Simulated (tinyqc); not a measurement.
Inside a calculation. Method: LCCD on RHF in the sto-6g basis, frozen core, for H2F+, spin multiplicity 1. Computed by tinyqc, a small Python program that keeps every step (integrals from PySCF). Settings: charge = 1, multiplicity = 1, basis = sto-6g, method = RHF, frozen orbitals = 1, energy threshold = 1e-10, iteration cap = 59, orthogonalisation = symmetric, start = atomic densities, DIIS depth = 6, amplitude equations = LCCD, DIIS depth for amplitudes = 6, cap on updates = 62. Command: `OMP_NUM_THREADS=1 python tinyqc.py 21966 21967 out.jsonl` (the two numbers bound the seeds that draw the settings). One thread of a shared host (Intel(R) Xeon(R) Processor @ 2.60GHz), about 0.2 s of CPU time with the checks. The early iterations of the SCF are left out here.

## One-electron integrals

Geometry (angstrom):
```
atom       x        y       z
F     0.0000   0.0000  0.0000
H     0.0000   0.9680  0.6300
H     0.0000  -0.9680  0.6300
```

Basis sto-6g: exponents (1/bohr^2) and contraction coefficients of normalised primitives:
```
element  l (shell)   exponent  coefficient
F            s (1)  1728.6266       0.0092
F            s (1)   316.9418       0.0494
F            s (1)    88.6689       0.1685
F            s (1)    30.4602       0.3706
F            s (1)    11.8286       0.4165
F            s (1)     4.8717       0.1303
F            s (2)    67.0323      -0.0133
F            s (2)    13.2674      -0.0470
F            s (2)     4.1235      -0.0338
F            s (2)     1.5865       0.2502
F            s (2)     0.6890       0.5951
F            s (2)     0.3158       0.2407
F            p (3)    67.0323       0.0038
F            p (3)    13.2674       0.0377
F            p (3)     4.1235       0.1739
F            p (3)     1.5865       0.4180
F            p (3)     0.6890       0.4259
F            p (3)     0.3158       0.1017
H            s (1)    35.5232       0.0092
H            s (1)     6.5131       0.0494
H            s (1)     1.8221       0.1685
H            s (1)     0.6260       0.3706
H            s (1)     0.2431       0.4165
H            s (1)     0.1001       0.1303
```

Overlap, kinetic and nuclear-attraction integrals over the contracted functions; the nuclear repulsion is the sum of Za Zb / Rab.

nuclear repulsion = 8.520565 hartree

overlap S:
```
         1F 1s   1F 2s  1F 2px   1F 2py  1F 2pz   2H 1s    3H 1s
1F 1s   1.0000  0.2325  0.0000   0.0000  0.0000  0.0292   0.0292
1F 2s   0.2325  1.0000  0.0000   0.0000  0.0000  0.3097   0.3097
1F 2px  0.0000  0.0000  1.0000   0.0000  0.0000  0.0000   0.0000
1F 2py  0.0000  0.0000  0.0000   1.0000  0.0000  0.2194  -0.2194
1F 2pz  0.0000  0.0000  0.0000   0.0000  1.0000  0.1428   0.1428
2H 1s   0.0292  0.3097  0.0000   0.2194  0.1428  1.0000   0.1328
3H 1s   0.0292  0.3097  0.0000  -0.2194  0.1428  0.1328   1.0000
```

kinetic energy T (hartree):
```
          1F 1s    1F 2s  1F 2px   1F 2py  1F 2pz    2H 1s    3H 1s
1F 1s   37.3977  -1.1433  0.0000   0.0000  0.0000  -0.0054  -0.0054
1F 2s   -1.1433   1.0823  0.0000   0.0000  0.0000   0.0350   0.0350
1F 2px   0.0000   0.0000  3.2513   0.0000  0.0000   0.0000   0.0000
1F 2py   0.0000   0.0000  0.0000   3.2513  0.0000   0.1006  -0.1006
1F 2pz   0.0000   0.0000  0.0000   0.0000  3.2513   0.0655   0.0655
2H 1s   -0.0054   0.0350  0.0000   0.1006  0.0655   0.7685  -0.0109
3H 1s   -0.0054   0.0350  0.0000  -0.1006  0.0655  -0.0109   0.7685
```

nuclear attraction V (hartree):
```
           1F 1s     1F 2s    1F 2px    1F 2py    1F 2pz    2H 1s    3H 1s
1F 1s   -78.7388   -8.0787    0.0000    0.0000   -0.0110  -1.1606  -1.1606
1F 2s    -8.0787  -12.3905    0.0000    0.0000   -0.1284  -2.7944  -2.7944
1F 2px    0.0000    0.0000  -12.3470    0.0000    0.0000   0.0000   0.0000
1F 2py    0.0000    0.0000    0.0000  -12.4376    0.0000  -1.7095   1.7095
1F 2pz   -0.0110   -0.1284    0.0000    0.0000  -12.3854  -1.1413  -1.1413
2H 1s    -1.1606   -2.7944    0.0000   -1.7095   -1.1413  -5.5682  -0.8448
3H 1s    -1.1606   -2.7944    0.0000    1.7095   -1.1413  -0.8448  -5.5682
```

core Hamiltonian H = T + V (hartree):
```
           1F 1s     1F 2s   1F 2px   1F 2py   1F 2pz    2H 1s    3H 1s
1F 1s   -41.3411   -9.2221   0.0000   0.0000  -0.0110  -1.1661  -1.1661
1F 2s    -9.2221  -11.3082   0.0000   0.0000  -0.1284  -2.7594  -2.7594
1F 2px    0.0000    0.0000  -9.0957   0.0000   0.0000   0.0000   0.0000
1F 2py    0.0000    0.0000   0.0000  -9.1863   0.0000  -1.6090   1.6090
1F 2pz   -0.0110   -0.1284   0.0000   0.0000  -9.1340  -1.0759  -1.0759
2H 1s    -1.1661   -2.7594   0.0000  -1.6090  -1.0759  -4.7997  -0.8557
3H 1s    -1.1661   -2.7594   0.0000   1.6090  -1.0759  -0.8557  -4.7997
```

## Two-electron integrals

Functions are numbered as in S; the eight-fold symmetry (ij|kl) = (ji|kl) = (kl|ij) leaves the list below.

Two-electron integrals (ij|kl) in chemists' order, unique and non-zero (hartree):
```
(11|11) 5.4062      (21|11) 0.7681      (21|21) 0.1389      (22|11) 1.2663
(22|21) 0.2840      (22|22) 0.9264      (31|31) 0.0295      (32|31) 0.0447
(32|32) 0.2048      (33|11) 1.2663      (33|21) 0.2840      (33|22) 0.9264
(33|33) 0.9981      (41|41) 0.0295      (42|41) 0.0447      (42|42) 0.2048
(43|43) 0.0538      (44|11) 1.2663      (44|21) 0.2840      (44|22) 0.9264
(44|33) 0.8905      (44|44) 0.9981      (51|51) 0.0295      (52|51) 0.0447
(52|52) 0.2048      (53|53) 0.0538      (54|54) 0.0538      (55|11) 1.2663
(55|21) 0.2840      (55|22) 0.9264      (55|33) 0.8905      (55|44) 0.8905
(55|55) 0.9981      (61|11) 0.1027      (61|21) 0.0178      (61|22) 0.0357
(61|33) 0.0356      (61|41) 0.0007      (61|42) 0.0013      (61|44) 0.0357
(61|51) 4.23e-04    (61|52) 0.0008      (61|54) 8.22e-05    (61|55) 0.0357
(61|61) 0.0023      (62|11) 0.2715      (62|21) 0.0619      (62|22) 0.2266
(62|33) 0.2233      (62|41) 0.0038      (62|42) 0.0289      (62|44) 0.2301
(62|51) 0.0025      (62|52) 0.0188      (62|54) 0.0045      (62|55) 0.2262
(62|61) 0.0079      (62|62) 0.0700      (63|31) 0.0067      (63|32) 0.0390
(63|43) 0.0060      (63|53) 0.0039      (63|63) 0.0100      (64|11) 0.1595
(64|21) 0.0368      (64|22) 0.1441      (64|33) 0.1382      (64|41) 0.0086
(64|42) 0.0561      (64|44) 0.1543      (64|51) 0.0013      (64|52) 0.0111
(64|54) 0.0066      (64|55) 0.1399      (64|61) 0.0049      (64|62) 0.0546
(64|64) 0.0523      (65|11) 0.1038      (65|21) 0.0240      (65|22) 0.0938
(65|33) 0.0899      (65|41) 0.0013      (65|42) 0.0111      (65|44) 0.0926
(65|51) 0.0075      (65|52) 0.0462      (65|54) 0.0078      (65|55) 0.0989
(65|61) 0.0032      (65|62) 0.0356      (65|64) 0.0275      (65|65) 0.0279
(66|11) 0.4504      (66|21) 0.1045      (66|22) 0.4411      (66|33) 0.4271
(66|41) 0.0075      (66|42) 0.0818      (66|44) 0.4566      (66|51) 0.0049
(66|52) 0.0532      (66|54) 0.0192      (66|55) 0.4396      (66|61) 0.0135
(66|62) 0.1810      (66|64) 0.1637      (66|65) 0.1065      (66|66) 0.7750
(71|11) 0.1027      (71|21) 0.0178      (71|22) 0.0357      (71|33) 0.0356
(71|41) -0.0007     (71|42) -0.0013     (71|44) 0.0357      (71|51) 4.23e-04
(71|52) 0.0008      (71|54) -8.22e-05   (71|55) 0.0357      (71|61) 0.0023
(71|62) 0.0077      (71|64) 0.0044      (71|65) 0.0031      (71|66) 0.0130
(71|71) 0.0023      (72|11) 0.2715      (72|21) 0.0619      (72|22) 0.2266
(72|33) 0.2233      (72|41) -0.0038     (72|42) -0.0289     (72|44) 0.2301
(72|51) 0.0025      (72|52) 0.0188      (72|54) -0.0045     (72|55) 0.2262
(72|61) 0.0077      (72|62) 0.0559      (72|64) 0.0304      (72|65) 0.0276
(72|66) 0.1158      (72|71) 0.0079      (72|72) 0.0700      (73|31) 0.0067
(73|32) 0.0390      (73|43) -0.0060     (73|53) 0.0039      (73|63) 0.0077
(73|73) 0.0100      (74|11) -0.1595     (74|21) -0.0368     (74|22) -0.1441
(74|33) -0.1382     (74|41) 0.0086      (74|42) 0.0561      (74|44) -0.1543
(74|51) -0.0013     (74|52) -0.0111     (74|54) 0.0066      (74|55) -0.1399
(74|61) -0.0044     (74|62) -0.0304     (74|64) -0.0092     (74|65) -0.0147
(74|66) -0.0584     (74|71) -0.0049     (74|72) -0.0546     (74|74) 0.0523
(75|11) 0.1038      (75|21) 0.0240      (75|22) 0.0938      (75|33) 0.0899
(75|41) -0.0013     (75|42) -0.0111     (75|44) 0.0926      (75|51) 0.0075
(75|52) 0.0462      (75|54) -0.0078     (75|55) 0.0989      (75|61) 0.0031
(75|62) 0.0276      (75|64) 0.0147      (75|65) 0.0211      (75|66) 0.0626
(75|71) 0.0032      (75|72) 0.0356      (75|74) -0.0275     (75|75) 0.0279
(76|11) 0.0773      (76|21) 0.0178      (76|22) 0.0714      (76|33) 0.0702
(76|44) 0.0715      (76|51) 0.0011      (76|52) 0.0105      (76|55) 0.0727
(76|61) 0.0023      (76|62) 0.0222      (76|64) 0.0152      (76|65) 0.0129
(76|66) 0.0628      (76|71) 0.0023      (76|72) 0.0222      (76|74) -0.0152
(76|75) 0.0129      (76|76) 0.0091      (77|11) 0.4504      (77|21) 0.1045
(77|22) 0.4411      (77|33) 0.4271      (77|41) -0.0075     (77|42) -0.0818
(77|44) 0.4566      (77|51) 0.0049      (77|52) 0.0532      (77|54) -0.0192
(77|55) 0.4396      (77|61) 0.0130      (77|62) 0.1158      (77|64) 0.0584
(77|65) 0.0626      (77|66) 0.2721      (77|71) 0.0135      (77|72) 0.1810
(77|74) -0.1637     (77|75) 0.1065      (77|76) 0.0628      (77|77) 0.7750
```

## Orthogonalisation

S = U s U^T; symmetric (Loewdin) form X = U s^(-1/2) U^T, so that X^T S X = 1.

eigenvalues of S: 0.5374  0.6163  0.9068  1.0000  1.0847  1.2510  1.6038

X:
```
          1F 1s    1F 2s  1F 2px   1F 2py   1F 2pz    2H 1s    3H 1s
1F 1s    1.0221  -0.1287  0.0000   0.0000  -0.0037   0.0141   0.0141
1F 2s   -0.1287   1.1014  0.0000   0.0000   0.0362  -0.1660  -0.1660
1F 2px   0.0000   0.0000  1.0000   0.0000   0.0000   0.0000   0.0000
1F 2py   0.0000   0.0000  0.0000   1.0442   0.0000  -0.1313   0.1313
1F 2pz  -0.0037   0.0362  0.0000   0.0000   1.0163  -0.0751  -0.0751
2H 1s    0.0141  -0.1660  0.0000  -0.1313  -0.0751   1.0739  -0.0497
3H 1s    0.0141  -0.1660  0.0000   0.1313  -0.0751  -0.0497   1.0739
```

## Iteration 9 (converged): orbitals

converged F (hartree):
```
           1F 1s    1F 2s   1F 2px   1F 2py   1F 2pz    2H 1s    3H 1s
1F 1s   -26.8807  -6.5104   0.0000   0.0000  -0.0190  -0.8256  -0.8256
1F 2s    -6.5104  -3.4191   0.0000   0.0000  -0.0765  -0.8936  -0.8936
1F 2px    0.0000   0.0000  -0.9846   0.0000   0.0000   0.0000   0.0000
1F 2py    0.0000   0.0000   0.0000  -0.8738   0.0000  -0.4541   0.4541
1F 2pz   -0.0190  -0.0765   0.0000   0.0000  -0.9184  -0.3384  -0.3384
2H 1s    -0.8256  -0.8936   0.0000  -0.4541  -0.3384  -0.6754  -0.2215
3H 1s    -0.8256  -0.8936   0.0000   0.4541  -0.3384  -0.2215  -0.6754
```

Diagonalise F' = X^T F X, C = X C', fill 5 alpha and 5 beta electrons from the bottom; D = 2 C_occ C_occ^T. Each column has its largest component positive (the first on a tie).

F' = X^T F X (hartree):
```
          1        2        3        4        5        6        7
1  -26.4683  -3.1956   0.0000   0.0000  -0.0305  -0.0970  -0.0970
2   -3.1956  -2.2127   0.0000   0.0000   0.0261  -0.3703  -0.3703
3    0.0000   0.0000  -0.9846   0.0000   0.0000   0.0000   0.0000
4    0.0000   0.0000   0.0000  -0.7195   0.0000  -0.3617   0.3617
5   -0.0305   0.0261   0.0000   0.0000  -0.8552  -0.2400  -0.2400
6   -0.0970  -0.3703   0.0000  -0.3617  -0.2400  -0.3821  -0.0469
7   -0.0970  -0.3703   0.0000   0.3617  -0.2400  -0.0469  -0.3821
```

orbital energies (hartree): MO1 -26.8838, MO2 -1.9683, MO3 -1.0738, MO4 -0.9986, MO5 -0.9846, MO6 -0.1144, MO7 0.0190

coefficients C:
```
            MO1      MO2      MO3      MO4     MO5      MO6      MO7
1F 1s    0.9972  -0.2408   0.0000   0.0510  0.0000   0.0819   0.0000
1F 2s    0.0123   0.9728   0.0000  -0.2711  0.0000  -0.5157   0.0000
1F 2px   0.0000   0.0000   0.0000   0.0000  1.0000   0.0000   0.0000
1F 2py   0.0000   0.0000   0.7527   0.0000  0.0000   0.0000   0.7472
1F 2pz   0.0013   0.0744   0.0000   0.8778  0.0000  -0.5191   0.0000
2H 1s   -0.0019   0.0717   0.3445   0.2304  0.0000   0.7069  -0.7279
3H 1s   -0.0019   0.0717  -0.3445   0.2304  0.0000   0.7069   0.7279
```

D after iteration 9:
```
          1F 1s    1F 2s  1F 2px   1F 2py   1F 2pz    2H 1s    3H 1s
1F 1s    2.1100  -0.4717  0.0000   0.0000   0.0562  -0.0148  -0.0148
1F 2s   -0.4717   2.0400  0.0000   0.0000  -0.3313   0.0145   0.0145
1F 2px   0.0000   0.0000  2.0000   0.0000   0.0000   0.0000   0.0000
1F 2py   0.0000   0.0000  0.0000   1.1332   0.0000   0.5186  -0.5186
1F 2pz   0.0562  -0.3313  0.0000   0.0000   1.5522   0.4151   0.4151
2H 1s   -0.0148   0.0145  0.0000   0.5186   0.4151   0.3538  -0.1209
3H 1s   -0.0148   0.0145  0.0000  -0.5186   0.4151  -0.1209   0.3538
```

## Convergence

Stop when the energy changes by less than 1e-10 hartree and every element of the error matrix X^T (F D S - S D F) X is below 3e-06.

Course of the cycle:
```
iteration  E (hartree)     change  largest element of the error matrix
1           -94.733499          -                             8.05e-01
2           -99.589068  -4.86e+00                             3.11e-01
3           -99.735358  -1.46e-01                             3.28e-02
4           -99.736803  -1.44e-03                             6.44e-03
5           -99.736844  -4.10e-05                             3.58e-04
6           -99.736844  -1.38e-07                             6.14e-05
7           -99.736844  -1.58e-08                             2.25e-05
8           -99.736844  -7.98e-10                             6.17e-08
9           -99.736844  -7.11e-14                             1.67e-10
```

PySCF RHF in the same basis = -99.736844 hartree

Converged in 9 iterations.

## Integrals over molecular orbitals

(pq|rs) = sum C_ip C_jq C_kr C_ls (ij|kl), one index at a time.

one-electron integrals over orbitals h = C^T H C (hartree):
```
          1        2        3        4        5        6        7
1  -41.3280   0.7117   0.0000  -0.1423   0.0000  -0.2431   0.0000
2    0.7117  -9.6170   0.0000   0.3618   0.0000   1.2157   0.0000
3    0.0000   0.0000  -7.8096   0.0000   0.0000   0.0000  -2.2538
4   -0.1423   0.3618   0.0000  -8.4979   0.0000   1.5604   0.0000
5    0.0000   0.0000   0.0000   0.0000  -9.0957   0.0000   0.0000
6   -0.2431   1.2157   0.0000   1.5604   0.0000  -5.3534   0.0000
7    0.0000   0.0000  -2.2538   0.0000   0.0000   0.0000  -5.8081
```

Two-electron integrals over orbitals (pq|rs), unique and non-zero (hartree); the lowest 1 orbital is frozen and left out:
```
(22|22) 0.8662    (32|32) 0.1509    (33|22) 0.7445    (33|33) 0.7085
(42|22) -0.0114   (42|33) -0.0083   (42|42) 0.1630    (43|32) 0.0084
(43|43) 0.0488    (44|22) 0.8141    (44|33) 0.6928    (44|42) -0.0798
(44|44) 0.8568    (52|52) 0.1855    (53|53) 0.0372    (54|52) -0.0293
(54|54) 0.0510    (55|22) 0.8888    (55|33) 0.7326    (55|42) -0.0506
(55|44) 0.8211    (55|55) 0.9981    (62|22) -0.1316   (62|33) -0.0810
(62|42) -0.0492   (62|44) -0.0895   (62|55) -0.1342   (62|62) 0.0672
(63|32) 0.0230    (63|43) 0.0199    (63|63) 0.0707    (64|22) -0.1634
(64|33) -0.0949   (64|42) 0.0128    (64|44) -0.1651   (64|55) -0.1674
(64|62) 0.0576    (64|64) 0.0876    (65|52) -0.0458   (65|54) -0.0117
(65|65) 0.0221    (66|22) 0.5384    (66|33) 0.5267    (66|42) 0.0608
(66|44) 0.5168    (66|55) 0.5184    (66|62) -0.0450   (66|64) -0.0227
(66|66) 0.5252    (72|32) 0.0733    (72|43) -0.0187   (72|63) -0.0221
(72|72) 0.0575    (73|22) 0.2269    (73|33) 0.1692    (73|42) -0.0530
(73|44) 0.2013    (73|55) 0.2416    (73|62) -0.0632   (73|64) -0.0980
(73|66) 0.0128    (73|73) 0.1662    (74|32) -0.0491   (74|43) 0.0038
(74|63) -0.0468   (74|72) -0.0102   (74|74) 0.0484    (75|53) 0.0256
(75|75) 0.0194    (76|32) -0.0835   (76|43) -0.0540   (76|63) -0.0898
(76|72) 0.0027    (76|74) 0.0636    (76|76) 0.1672    (77|22) 0.5870
(77|33) 0.5859    (77|42) 0.0076    (77|44) 0.5639    (77|55) 0.5748
(77|62) -0.0389   (77|64) -0.0304   (77|66) 0.5193    (77|73) 0.0643
(77|77) 0.5529
```

## LCCD: starting amplitudes

t_ij^ab = <ij||ab> / (e_i + e_j - e_a - e_b), whose energy is MP2.

Starting amplitudes (spin orbitals 1a, 1b, ...; amplitudes related by a flip of all spins are not repeated):
```
from      to        t
3a 3b  7a 7b  -0.0760
3a 4b  6b 7a  -0.0496
4a 4b  6a 6b  -0.0495
3a 3b  6a 6b  -0.0369
3a 4a  6a 7a  -0.0259
4a 4b  7a 7b  -0.0238
3a 4b  6a 7b   0.0237
2a 3b  6a 7b   0.0214
2a 4b  6a 6b  -0.0210
2a 2b  6a 6b  -0.0181
2a 2b  7a 7b  -0.0145
2a 3a  6a 7a   0.0139
5a 5b  6a 6b  -0.0127
5a 5b  7a 7b  -0.0097
2a 3b  6b 7a  -0.0075
2a 4b  7a 7b   0.0034
```

correlation energy = -0.044519 hartree

## LCCD: amplitude update 1

t_ij^ab D_ij^ab are set to the remaining terms of the spin-orbital equations, evaluated with the old amplitudes; for the doubles these are <ij||ab> + 1/2 <ab||ef> t_ij^ef + 1/2 <mn||ij> t_mn^ab + P(ij)P(ab) <mb||ej> t_im^ae, D the orbital-energy denominators (linear CCD).

Amplitudes after update 1 (spin orbitals 1a, 1b, ...; amplitudes related by a flip of all spins are not repeated):
```
from      to        t
3a 3b  7a 7b  -0.0947
3a 4b  6b 7a  -0.0606
4a 4b  6a 6b  -0.0580
3a 3b  6a 6b  -0.0481
3a 4b  6a 7b   0.0348
4a 4b  7a 7b  -0.0289
2a 4b  6a 6b  -0.0276
2a 3b  6a 7b   0.0264
3a 4a  6a 7a  -0.0259
2a 2b  6a 6b  -0.0172
2a 3a  6a 7a   0.0138
2a 2b  7a 7b  -0.0136
2a 3b  6b 7a  -0.0125
5a 5b  6a 6b  -0.0120
5a 5b  7a 7b  -0.0086
2a 4b  7a 7b   0.0018
```

correlation energy = -0.054016 hartree

## LCCD: amplitude update 2

As before.

Amplitudes after update 2 (spin orbitals 1a, 1b, ...; amplitudes related by a flip of all spins are not repeated):
```
from      to        t
3a 3b  7a 7b  -0.1007
3a 4b  6b 7a  -0.0635
4a 4b  6a 6b  -0.0610
3a 3b  6a 6b  -0.0520
3a 4b  6a 7b   0.0397
4a 4b  7a 7b  -0.0305
2a 4b  6a 6b  -0.0295
2a 3b  6a 7b   0.0275
3a 4a  6a 7a  -0.0238
2a 2b  6a 6b  -0.0168
2a 3b  6b 7a  -0.0146
2a 2b  7a 7b  -0.0130
2a 3a  6a 7a   0.0129
5a 5b  6a 6b  -0.0117
5a 5b  7a 7b  -0.0079
2a 4b  7a 7b   0.0010
```

correlation energy = -0.056722 hartree

## LCCD: amplitude update 3

t_ij^ab D_ij^ab are set to the remaining terms of the spin-orbital equations, evaluated with the old amplitudes; for the doubles these are <ij||ab> + 1/2 <ab||ef> t_ij^ef + 1/2 <mn||ij> t_mn^ab + P(ij)P(ab) <mb||ej> t_im^ae, D the orbital-energy denominators (linear CCD). DIIS then mixes the stored amplitudes.

DIIS coefficients: -0.6362  1.6362

Amplitudes after update 3 (spin orbitals 1a, 1b, ...; amplitudes related by a flip of all spins are not repeated):
```
from      to        t
3a 3b  7a 7b  -0.1046
3a 4b  6b 7a  -0.0648
4a 4b  6a 6b  -0.0632
3a 3b  6a 6b  -0.0540
3a 4b  6a 7b   0.0433
4a 4b  7a 7b  -0.0313
2a 4b  6a 6b  -0.0305
2a 3b  6a 7b   0.0280
3a 4a  6a 7a  -0.0215
2a 2b  6a 6b  -0.0167
2a 3b  6b 7a  -0.0160
2a 2b  7a 7b  -0.0125
2a 3a  6a 7a   0.0120
5a 5b  6a 6b  -0.0116
5a 5b  7a 7b  -0.0075
2a 4b  7a 7b   0.0006
```

correlation energy = -0.058206 hartree

## LCCD: convergence

E_corr = 1/4 sum <ij||ab> t_ij^ab; stop when the norm of the change is below 1e-8.

Course of the amplitude iterations:
```
update  correlation energy (hartree)  norm of the change
0                          -0.044519                   -
1                          -0.054016            7.09e-02
2                          -0.056722            2.52e-02
3                          -0.058206            1.04e-02
4                          -0.058200            1.50e-03
5                          -0.058206            4.22e-04
6                          -0.058206            2.21e-05
7                          -0.058206            2.25e-06
8                          -0.058206            2.64e-07
9                          -0.058206            1.06e-07
10                         -0.058206            6.62e-09
```

Converged amplitudes (spin orbitals 1a, 1b, ...; amplitudes related by a flip of all spins are not repeated):
```
from      to        t
3a 3b  7a 7b  -0.1051
3a 4b  6b 7a  -0.0646
4a 4b  6a 6b  -0.0638
3a 3b  6a 6b  -0.0533
3a 4b  6a 7b   0.0436
4a 4b  7a 7b  -0.0308
2a 4b  6a 6b  -0.0307
2a 3b  6a 7b   0.0279
3a 4a  6a 7a  -0.0209
2a 2b  6a 6b  -0.0167
2a 3b  6b 7a  -0.0160
2a 2b  7a 7b  -0.0125
2a 3a  6a 7a   0.0119
5a 5b  6a 6b  -0.0116
5a 5b  7a 7b  -0.0074
2a 4b  7a 7b   0.0007
```

LCCD total energy = -99.795049 hartree

Converged in 10 updates, with DIIS from the third.
